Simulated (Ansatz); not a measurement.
I need a geometry optimisation of C₅H₇Cl, SMILES C=C(C)C(=C)Cl. Use Ansatz's Python interface. Settings: Hartree-Fock, cc-pVDZ basis, multiplicity 1.

Script `c5h7cl.py`:
```python
'''Relax the C5H7Cl molecule.'''

import ansatz as az
import numpy as np
from rdkit import Chem
from rdkit.Chem import AllChem

BASIS_SET = 'cc-pVDZ'
FUNCTIONAL = 'HF'


def main() -> None:
    # a force-field geometry from the SMILES
    rd = Chem.AddHs(Chem.MolFromSmiles('C=C(C)C(=C)Cl'))
    AllChem.EmbedMolecule(rd, randomSeed=360)
    AllChem.UFFOptimizeMolecule(rd)
    molecule = az.Crystal.molecule()
    for atom, xyz in zip(rd.GetAtoms(), rd.GetConformer().GetPositions()):
        molecule = molecule.atom(atom.GetSymbol(), xyz.round(5).tolist())

    calc = (
        molecule.calculation()
        .basis(gaussian=BASIS_SET)
        .functional(FUNCTIONAL)
    )
    symbols = [site.symbol for site in molecule.cartesian_sites]
    start = np.array([site.position_ang for site in molecule.cartesian_sites], dtype=float)
    def progress(event):
        if event['event'] == 'relax_step':
            row = event['data']
            print(f'step {row["step"]:3d}  E = {row["lagrangian_ev"]:.6f} eV  largest force component {row["allowed_force_max_ev_ang"]:.4f} eV/A')


    rep = calc.relax(force_tolerance=0.02).session().plan().execute(on_event=progress).report
    end = np.array(rep['positions_ang'])

    print('reference energy %16.6f eV' % rep['reference_energy_ev'])
    print('total energy     %16.6f eV' % rep['free_energy_ev'])
    print('occupied orbitals outside the frozen core (up, down):', rep['n_occupied'], ' frozen:', rep['n_frozen'], ' virtual:', rep['n_virtual'])

    print('final positions (A) and the move of each atom')
    for symbol, xyz, old in zip(symbols, end, start):
        print(f'{symbol:2s} {xyz[0]:10.5f} {xyz[1]:10.5f} {xyz[2]:10.5f}   {np.linalg.norm(xyz - old):7.4f}')

    charges = rep['charge_distribution']
    print('dipole moment', round(4.803205 * float(np.linalg.norm(charges['dipole_moment_e_ang'])), 3), 'D')
    print('Mulliken:', [(s, round(q, 3)) for s, q in zip(symbols, charges['mulliken_charges_e'])])
    with open('c5h7cl_opt.xyz', 'w') as handle:
        handle.write(f'{len(symbols)}\nrelaxed C5H7Cl\n')
        handle.writelines(f'{s:2s} {x:11.6f} {y:11.6f} {z:11.6f}\n' for s, (x, y, z) in zip(symbols, end))


if __name__ == '__main__':
    main()
```

```console
$ python c5h7cl.py
step   1  E = -17765.972115 eV  largest force component 1.4779 eV/A
step   2  E = -17766.074312 eV  largest force component 0.3126 eV/A
step   3  E = -17766.089750 eV  largest force component 0.2460 eV/A
step   4  E = -17766.111353 eV  largest force component 0.3280 eV/A
step   5  E = -17766.120118 eV  largest force component 0.1665 eV/A
step   6  E = -17766.123977 eV  largest force component 0.1192 eV/A
step   7  E = -17766.123106 eV  largest force component 0.1483 eV/A
step   8  E = -17766.125349 eV  largest force component 0.0307 eV/A
step   9  E = -17766.125843 eV  largest force component 0.0181 eV/A
step  10  E = -17766.125943 eV  largest force component 0.0218 eV/A
step  11  E = -17766.125978 eV  largest force component 0.0130 eV/A
reference energy    -17766.125978 eV
total energy        -17766.125978 eV
occupied orbitals outside the frozen core (up, down): [27, 27]  frozen: 0  virtual: [96, 96]
final positions (A) and the move of each atom
C    -0.48128    1.26741   -1.26881    0.2004
C    -0.21294    0.39177   -0.30728    0.0488
C    -1.06802    0.31859    0.93701    0.1329
C     0.92478   -0.56080   -0.38116    0.1329
C     1.24010   -1.45463    0.54299    0.1142
Cl    1.93515   -0.49570   -1.82045    0.5729
H    -1.32049    1.94339   -1.17186    0.2925
H     0.11073    1.34569   -2.16699    0.3151
H    -0.48004    0.51689    1.83542    0.2831
H    -1.52433   -0.66730    1.04730    0.1719
H    -1.86607    1.05685    0.88538    0.4177
H     0.65821   -1.54580    1.44751    0.4099
H     2.08417   -2.11640    0.42092    0.0441
dipole moment 2.01 D
Mulliken: [('C', 0.058), ('C', -0.262), ('C', 0.058), ('C', -0.176), ('C', 0.072), ('Cl', -0.118), ('H', 0.042), ('H', 0.064), ('H', 0.052), ('H', 0.052), ('H', 0.04), ('H', 0.055), ('H', 0.064)]
```

It writes `c5h7cl_opt.xyz`:
```text
13
relaxed C5H7Cl
C    -0.481276    1.267409   -1.268810
C    -0.212939    0.391770   -0.307280
C    -1.068015    0.318590    0.937011
C     0.924777   -0.560799   -0.381155
C     1.240103   -1.454626    0.542986
Cl    1.935150   -0.495698   -1.820454
H    -1.320487    1.943393   -1.171856
H     0.110732    1.345693   -2.166989
H    -0.480039    0.516893    1.835421
H    -1.524332   -0.667300    1.047303
H    -1.866069    1.056851    0.885382
H     0.658208   -1.545799    1.447509
H     2.084166   -2.116398    0.420924
```

Caveats:
- Total energies depend on the basis set; only differences at equal settings carry meaning.
- The end point is the stationary point reached from this start; no frequency run checks that it is a minimum, and the basis set is modest.
- Run time: 53 s on 1 thread of Arm Neoverse V1 (shared host), peak memory 0.41 GiB.
